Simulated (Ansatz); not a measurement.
CH3BO, SMILES `BC=O`, relaxed with RKS PBE-D4/def2-SVP in the Gaussian-basis code of Ansatz from a rough embedded geometry. The force threshold is 0.03 eV/Å; the program also tests the step.

Total charge 0; spin multiplicity 1.

Start:

```xyz
6

B     0.029   -0.556    0.486
C    -0.100    0.598   -0.486
O     0.733    0.772   -1.348
H    -0.718   -0.737    1.338
H     0.990   -1.337    0.399
H    -0.934    1.260   -0.389
```

Q: By how much does the energy fall, and how many steps does the optimiser take? (An estimate is asked.)

A: The calculation gave: 61.23 kJ/mol, in 15 steps, 2 of them rejected.

Q: Which bonds change most? (Best estimate.)

A: The calculation gave: B1–H4 from 1.147 to 1.214 Å; C2–H6 from 1.070 to 1.121 Å; C2–O3 from 1.211 to 1.243 Å; B1–H5 from 1.241 to 1.214 Å.

Q: Give the relaxed structure. (Estimate.)

A: Ansatz gave: 
```xyz
6

B     0.079   -0.560    0.475
C    -0.332    0.524   -0.530
O     0.835    0.952   -0.499
H     0.013   -0.309    1.661
H     0.535   -1.603    0.052
H    -1.130    0.996   -1.159
```
